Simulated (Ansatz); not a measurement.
Diamond-structure Si, treated with G0W0@PBE (Ansatz, an electronic-structure program, hard PAW, contour deformation).

The cell has the measured lattice parameters. Conventional cell: a = 5.4300 Å, b = 5.4300 Å, c = 5.4300 Å, α = 90.00°, β = 90.00°, γ = 90.00°.

The quasiparticle gap at Γ at a fixed k mesh 4×4×4:

```csv
response cutoff,value (eV)
"150 eV, 307 empty bands",3.185
"200 eV, 472 empty bands",3.202
"250 eV, 660 empty bands",3.210
"300 eV, 868 empty bands",3.214
```

Problem. Taking the value to converge with the response cutoff E as E^(−3/2), extrapolate from the last two rows.

Solution. With y = y∞ + c/w and weights w = 3953 and 5196 for the last two rows, y∞ = (w2 y2 − w1 y1)/(w2 − w1) = (5196 × 3.214 − 3953 × 3.210)/1243 = 3.227 eV, which lies 0.013 beyond the last row. Successive pairs of rows give 3.234, 3.230, 3.227. The limit also hangs on the law assumed, so its last digits aren't firm.

The other settings are not extrapolated, so this is the limit in one setting alone.

At the last cutoff the smallest gap on this mesh is 1.25 eV, with an edge away from Γ.
